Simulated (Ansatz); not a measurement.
in.yaml

```yaml
crystal:
  periodic: [false, false, false]
  atoms:
    - {symbol: B, position_ang: [0.000000, 0.000000, 0.684085]}
    - {symbol: B, position_ang: [0.000000, 0.000000, -0.927915]}
    - {symbol: H, position_ang: [0.000000, 1.023985, 1.307641]}
    - {symbol: H, position_ang: [0.000000, -1.023985, 1.307641]}
basis:
  gaussian: {orbitals: 6-31G}
correlation: {method: fci, electrons: outside_noble_gas}
```

```sh
$ ansatz run in.yaml --threads 2 --pin off --events-out ev --progress --plain --max-ram 24576MiB --backend cuda --devices 0, --max-vram 18GiB
```

Q: Roughly how long does this take on 2 threads of AMD EPYC 7R13 with a shared H100 80 GB, shared host, and how much host memory?

A: 10 s wall and 0.77 GiB.

```
505 factors; integrals over basis functions are off by at most 1.8e-7 eV
mean field evaluation 1: about -1368.7071 eV, gradient 1.0e1 eV
mean field evaluation 2: about -1368.7025 eV, gradient 1.0e1 eV
mean field evaluation 4: about -1369.2899 eV, gradient 3.5e-1 eV
mean field evaluation 8: about -1369.2906 eV, gradient 1.3e-4 eV
mean field evaluation 16: about -1367.1670 eV, gradient 4.3e-5 eV
mean field evaluation 32: about -1367.1670 eV, gradient 5.7e-4 eV
mean field -1369.29055715 eV, -50.3204998368 hartree, gradient 3.1e-6 eV, S^2 0.000000; 4 other end points of the search recorded, 0 dependent functions left out; unrestricted orbitals would lower it
determinant -1369.29055715 eV, -50.3204998368 hartree, with singles and doubles -1372.45658132 eV, -50.4368490789 hartree
determinant -1367.16699850 eV, -50.2424604956 hartree, with singles and doubles -1371.07522358 eV, -50.3860851183 hartree
2 core orbitals not correlated: weight in the atoms' cores, before any rotation towards them, 1.000 or more for the frozen orbitals, at most 0.000 for the correlated occupied ones
reference -1369.29055715 eV, -50.3204998368 hartree; 4, 4 occupied and 16, 16 virtual orbitals, 505 factors
state -1372.56180420 eV, -50.4407159487 hartree
Total energy: -1372.56180420 eV, -50.4407159487 hartree
```

Natural occupations: 1.9720 1.9665 1.9507 1.7874 0.1552 0.0652 0.0198 0.0196 0.0175 0.0161 0.0085 0.0058 0.0058 0.0048 0.0015 0.0012 0.0010 0.0006 0.0005 0.0003.
